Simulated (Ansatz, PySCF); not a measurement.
Reaction (SMILES): CO (CH4O) [methanol] → CO (CH4O) as doublet, charge +1 + e-
Each molecule is optimised on its own at B3LYP-D3(BJ)/def2-TZVP (Ansatz, a first-principles code).

Property: adiabatic ionisation energy (0 K, with B3LYP-D3(BJ) harmonic zero-point energies from PySCF), in eV. Cores are frozen in the correlated levels unless marked. UHF or UKS for open shells. Spin-orbit coupling is left out. Non-relativistic. CBS marks a two-point X^-3 extrapolation of the correlation energy; Hartree-Fock from the larger set. The bracket is a focal-point correction in the basis named.

Measured: 10.84 eV (CCCBDB table in ASE); it holds spin-orbit effects, which all levels lack. This is an older compilation, not checked against later work.

```csv
level,program,adiabatic ionisation energy (eV),error against measurement
HF/def2-SVP,Ansatz,9.64,-1.20
HF/def2-SVPD,Ansatz,9.78,-1.06
RI-HF/def2-QZVPPD,Ansatz,9.70,-1.14
BP86-D4/def2-TZVPD,PySCF + dftd4,10.46,-0.38
BP86/def2-TZVPD,PySCF,10.44,-0.40
M06-L-D4/def2-TZVPD,PySCF + dftd4,10.36,-0.48
r2SCAN-D3(BJ)/def2-TZVPD,Ansatz + dftd3,10.38,-0.46
PBE0-D3(BJ)/def2-TZVPD,Ansatz + dftd3,10.48,-0.36
PBE0/def2-TZVPD,Ansatz,10.48,-0.36
r2SCANh-D4/def2-TZVPD,Ansatz + dftd4,10.43,-0.41
r2SCANh/def2-TZVPD,Ansatz,10.42,-0.42
PW6B95-D4/def2-TZVPD,PySCF + dftd4,10.58,-0.26
RPA@PBE/cc-pVTZ,Ansatz,10.76,-0.08
RI-MP2/cc-pVTZ,Ansatz,11.01,0.17
SCS-MP2/aug-cc-pVDZ,Ansatz,10.96,0.12
SCS-MP2/aug-cc-pVTZ,Ansatz,11.13,0.29
CCSD/6-31G,Ansatz,10.21,-0.63
CCSD(T)/cc-pVTZ,Ansatz,10.68,-0.16
CCSD(T) with core electrons/cc-pwCVTZ,Ansatz,10.69,-0.15
"RI-MP2/CBS(def2-TZVPP,def2-QZVPP)+[CCSD(T)-MP2]/def2-TZVPP",Ansatz,10.91,0.07
"RI-MP2/CBS(aug-cc-pVTZ,aug-cc-pVQZ)+[CCSD(T)-MP2]/aug-cc-pVTZ",Ansatz,10.91,0.07
```
